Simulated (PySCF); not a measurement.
Several orderings of computed values.

Species are written as SMILES; each is one conformer at its optimised geometry, gas phase, non-relativistic unless stated; the electronic structure was computed with PySCF and density fitting.

The conformers computed, where there is a choice (atom-mapped SMILES and torsion angles):
- `[CH3:1][CH2:2]/[C:3]([F:4])=[P:5]\[CH2:6][S:7][CH3:8]`: C1–C2–C3–F4 72°, C3–P5–C6–S7 66°, P5–C6–S7–C8 61°
- `[CH2:1]=[CH:2]/[C:3](=[C:4](/[CH3:5])[F:6])[C:7]([F:8])([F:9])[F:10]`: C1–C2–C3–C4 180°, C2–C3–C7–F8 -60°
- `[CH2:1]=[CH:2][NH:3][C:4](=[O:5])[SiH2:6][NH2:7]`: C1–C2–N3–C4 180°, C2–N3–C4–O5 0°, N3–C4–Si6–N7 -27°, H–N7–Si6–C4 -57°, H–N7–Si6–C4 169°
- `[CH3:1][C:2]([CH3:3])([CH3:4])/[C:5]([F:6])=[C:7](/[SiH3:8])[CH2:9][F:10]`: C1–C2–C5–F6 -108°, C5–C7–C9–F10 -149°
- `[CH2:1]=[CH:2][CH2:3][SiH2:4][CH2:5][CH3:6]`: C1–C2–C3–Si4 108°, C2–C3–Si4–C5 -58°, C3–Si4–C5–C6 -61°
- `[O:1]=[CH:2]/[C:3]=[CH:4]\[F:5]`: O1–C2–C3–C4 118°

The conformers of `C[C@@H]1[C@@H](F)CC[Si@@H](C)[C@H]1F` and `CO[C@@H]1OCO[C@H](C(F)(F)F)O1` aren't listed.

Task: Rank by dipole moment, highest first (PBE0/pcSseg-1 at GFN2-xTB geometries).
A. `C=C1C=C1`
B. `C=C/C(=C(/C)F)C(F)(F)F`
C. `CC(C)(C)/C(=C(/[SiH3])CF)F`
D. `CC/C(F)=P\CSC`
E. `C=CNC(=O)[SiH2]N`
F. `C=CC[SiH2]CC`

Result: E (4.12 D), C (2.91 D), A (1.95 D), B (1.64 D), D (1.48 D), F (0.27 D).

Task: By how much do the two ends of that ranking differ?

Result: By 3.85 D, between `C=CNC(=O)[SiH2]N` and `C=CC[SiH2]CC`.

Task: Rank by HOMO energy, highest first (PBE0/pcSseg-1 at GFN2-xTB geometries).
A. `C=CNC(=O)[SiH2]N`
B. `C[C@@H]1[C@@H](F)CC[Si@@H](C)[C@H]1F`
C. `C=C/C(=C(/C)F)C(F)(F)F`
D. `C1C(C=1)=C`

Result: D (-6.10 eV), A (-6.66 eV), C (-7.03 eV), B (-7.87 eV).

Task: By how much do the two ends of that ranking differ?

Result: By 1.77 eV, between `C=C1C=C1` and `C[C@@H]1[C@@H](F)CC[Si@@H](C)[C@H]1F`.

Task: Rank by smallest rotational constant, highest first (GFN2-xTB).
A. `CC(C)(C)/C(F)=C(/[SiH3])CF`
B. `O=C/[C]=C\F` [radical]
C. `C(/C)(=C(\C=C)C(F)(F)F)F`
D. `C=CNC(=O)[SiH2]N`

Result: B (2.279 GHz), D (0.975 GHz), C (0.814 GHz), A (0.594 GHz).

Task: Give the two extremes of that set in cm⁻¹.

Result: `CC(C)(C)/C(F)=C(/[SiH3])CF`: 0.0198 cm⁻¹; `O=C/[C]=C\F` [doublet state]: 0.0760 cm⁻¹.

Task: Rank by HOMO–LUMO gap, lowest first (PBE0/pcSseg-1 at GFN2-xTB geometries).
A. `C=C1C=C1`
B. `CC(C)(C)/C(F)=C(/[SiH3])CF`
C. `C[C@@H]1[C@@H](F)CC[Si@@H](C)[C@H]1F`
D. `CO[C@@H]1OCO[C@H](C(F)(F)F)O1`
E. `C=CNC(=O)[SiH2]N`

Result: A (5.55 eV), E (5.93 eV), B (7.01 eV), C (8.86 eV), D (9.71 eV).
